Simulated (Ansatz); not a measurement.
# ClFH2Si: the cost of one run

All numbers below are computed with Ansatz 0.2.0 (RKS LDA/def2-SVP).

**1. Starting point**

Bond lengths: Si1–H2 1.660 Å, Si1–F3 1.790 Å, Si1–H4 1.459 Å, Si1–Cl5 2.128 Å. Angles: H2–Si1–F3 43.3°, H2–Si1–H4 122.2°, H2–Si1–Cl5 122.2°, F3–Si1–H4 122.7°, F3–Si1–Cl5 122.7°, H4–Si1–Cl5 109.5°.

Coordinates:

```xyz
5

Si    0.0000    0.0000    0.0000
H     0.8854    0.0000    1.4041
F     1.7331    0.0000    0.4480
H    -0.6877    1.1914   -0.4862
Cl   -1.0032   -1.7381   -0.7093
```

**2. Pulling towards end A**

Springs on the bonds that form and break draw the guess towards this end; the thresholds are loose.

Contents of input.yaml:

```yaml
crystal:
  periodic: [false, false, false]
  atoms:
    - { symbol: Si, position_ang: [0.0, 0.0, 0.0] }
    - { symbol: H, position_ang: [0.8854, 0.0, 1.4041] }
    - { symbol: F, position_ang: [1.7331, 0.0, 0.448] }
    - { symbol: H, position_ang: [-0.6877, 1.1914, -0.4862] }
    - { symbol: Cl, position_ang: [-1.0032, -1.7381, -0.7093] }
basis:
  gaussian: { orbitals: def2-SVP }
hamiltonian:
  xc: lda
relax:
  f_tol: 0.15
  max_steps: 25
  restrain:
    - { distance: [1, 2], at: 2.12, k: 30.0 }
    - { distance: [0, 1], at: 1.46, k: 30.0 }
    - { distance: [0, 2], at: 1.59, k: 30.0 }
output:
  orbitals: {}
```

Launch:

```console
> ansatz run input.yaml --threads 1 --pin off --max-ram 2048MiB --backend cpu --events-out ev --progress --plain --runs-dir out
```

What time and memory should one allow on 1 thread of Arm Neoverse V1, shared host?

About 6.4 s, with a peak of 0.12 GiB.
